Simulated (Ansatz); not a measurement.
The input, for Ansatz 0.2.0:

```yaml
crystal:
  periodic: [false, false, false]
  atoms:
    - {symbol: Al, position_ang: [0.000000, -0.167624, 1.297788]}
    - {symbol: Al, position_ang: [0.000000, 0.139384, -1.318990]}
    - {symbol: H, position_ang: [0.000000, 1.913948, 2.860692]}
    - {symbol: H, position_ang: [0.000000, -1.158018, -2.293117]}
basis:
  gaussian: {orbitals: 6-31G}
magnetization: {spin_polarized: true, initial_magnetization: 0}
hamiltonian: {xc: hf}
output: {orbitals: {seedname: orbitals}}
```

```sh
$ ansatz run in.yaml --threads 1 --pin off --events-out ev --progress --plain --max-ram 2393MiB
```

Output:

```
340 factors; integrals over basis functions are off by at most 1.7e-4 eV
mean field evaluation 1: about -13190.5774 eV, gradient 7.7e0 eV
mean field evaluation 2: about -13190.5782 eV, gradient 7.7e0 eV
mean field evaluation 4: about -13191.7411 eV, gradient 6.7e-1 eV
mean field evaluation 8: about -13191.7562 eV, gradient 1.3e-3 eV
mean field evaluation 16: about -13191.7775 eV, gradient 1.7e-1 eV
mean field evaluation 32: about -13192.1204 eV, gradient 4.2e-6 eV
mean field evaluation 64: about -13191.9193 eV, gradient 4.9e-3 eV
mean field evaluation 96: about -13190.5305 eV, gradient 4.8e0 eV
mean field evaluation 128: about -13192.0317 eV, gradient 1.2e0 eV
mean field evaluation 160: about -13189.4569 eV, gradient 5.9e0 eV
mean field evaluation 192: about -13191.7561 eV, gradient 5.2e-2 eV
mean field -13192.34114094 eV, -484.8095948395 hartree, gradient 2.5e-5 eV, S^2 1.057906; 8 other end points of the search recorded, 0 dependent functions left out
reference -13192.34114094 eV, -484.8095948395 hartree; 14, 14 occupied and 16, 16 virtual orbitals, 340 factors
Total energy: -13192.34114094 eV, -484.8095948395 hartree
```

Ran on 1 thread of Arm Neoverse V1, shared host: 0.75 s wall, 0.07 GiB peak host memory.
